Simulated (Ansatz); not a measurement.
Two structures of C2H10Si, singlet, reached by relaxing down either side of one saddle point (PBE0-D4/def2-TZVP). Energies are electronic, without zero-point energy. Ansatz 0.2.0; basis: def2-TZVPP and def2-QZVPP; cores frozen in the correlated methods. Extrapolation: Hartree–Fock as exp(−7.88 √X), correlation as X^−2.97. First:

Si1  (-0.938, -0.195, 0.086)
C2  (0.275, -1.609, 0.267)
H3  (-2.290, -0.736, -0.235)
H4  (-1.051, 0.531, 1.385)
C5  (-0.407, 0.999, -1.253)
H6  (2.214, 1.532, 1.625)
H7  (1.496, 1.443, 1.810)
H8  (-0.043, -2.302, 1.049)
H9  (0.360, -2.170, -0.667)
H10  (1.269, -1.237, 0.529)
H11  (-0.336, 0.494, -2.219)
H12  (0.571, 1.430, -1.024)
H13  (-1.121, 1.820, -1.353)
(Å)

Second:

```xyz
13
angstrom
Si -1.1377 1.1666 0.6220
C 1.2637 -1.9912 0.2962
H -1.9064 -0.1017 0.7455
H -2.0625 2.2977 0.9062
C -0.3999 1.3318 -1.0887
H 1.8628 -1.0875 0.4067
H -0.0717 1.1666 1.6601
H 0.3590 -1.9035 0.8971
H 0.9931 -2.1268 -0.7509
H 1.8419 -2.8507 0.6340
H 0.2774 0.5017 -1.2991
H 0.1636 2.2631 -1.1791
H -1.1832 1.3340 -1.8499
```

Question: Which bonds change from the first to the second?

Answer: C₂H₈Si (C[SiH2]C) + H₂ → CH₆Si ([CH3][SiH3]) + CH₄; bonds formed: Si1–H7, C2–H6; bonds broken: Si1–C2, H6–H7.

Question: Give the saddle point's structure and its height above each. (An estimate is asked for; the value comes from the calculation.)

Answer: The calculation gives: 304.7 kJ/mol above the first and 332.4 kJ/mol above the second (CCSD(T) at an estimated basis limit (MP2 extrapolated from triple and quadruple zeta, plus CCSD(T) − MP2 in triple zeta)).
```xyz
13
angstrom
Si -0.5483 0.2806 0.3204
C 0.6341 -1.5381 0.5562
H -1.6002 -0.7056 -0.1612
H -1.1274 0.7617 1.6019
C -0.3812 1.3973 -1.1687
H 0.9442 -0.2352 0.7775
H 0.9652 0.8961 0.8811
H -0.0659 -2.0608 1.2069
H 0.5472 -1.8895 -0.4718
H 1.6567 -1.7298 0.9086
H 0.3531 0.9708 -1.8590
H -0.0411 2.3969 -0.8946
H -1.3366 1.4558 -1.6973
```

T1 diagnostic: at most 0.011.

Labels in which every atom is bracketed show which atoms are joined, not bond orders.

For scale, one of the runs: CCSD(T)/def2-TZVPP, 244 basis functions, launched by `ansatz run in.yaml --threads 4 --pin off --events-out ev --progress --plain --max-ram 9574MiB`. Hardware: 4 CPU threads of an Arm Neoverse V2, shared host. Wall time 61 s; peak host memory 4.7 GiB.
